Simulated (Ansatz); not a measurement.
For hcp Be, PBE-D4 in Ansatz (PAW) gives:

- lattice parameter a = 2.250 Å
- lattice parameter c = 3.542 Å
- bulk modulus = 126 GPa
- cohesive energy = 3.85 eV/atom

**Question.** What does r²SCAN (Ansatz, a first-principles code, PAW) give for the same quantities?

**Answer.** 
- lattice constant a: 2.264 Å (rises by 0.6 %)
- lattice parameter c: 3.564 Å (grows by 0.6 %)
- bulk modulus: 124 GPa (is nearly the same)
- cohesive energy: 3.80 eV/atom (decreases by 0.05 eV/atom)

For comparison: lattice constant a 2.286 Å (measured, 293 K, no zero-point or thermal correction, our sources range from 2.286 to 2.290; as tabulated in Wikipedia's data pages); lattice parameter c 3.584 Å (measured, 293 K, not corrected to a static lattice; as tabulated in Wikipedia's data pages); bulk modulus 117 GPa (measured, room temperature, no zero-point or thermal correction, our sources range from 97.2 to 117; as tabulated in arXiv:2410.04971); cohesive energy 3.32 eV/atom (measured, 0 K, copied from a table, unchecked, 0 K, 1 atm; zero-point vibration energy not added; as tabulated in Kittel's textbook).

Changes are worked out from the printed values.

Unless a cell is named, each level is at its own relaxed cell (PBE-D4 7.77, r²SCAN 7.91 Å³/atom).

Ansatz's density-functional and Hartree–Fock values are scalar-relativistic unless marked +SOC, with PAW data made under PBE.
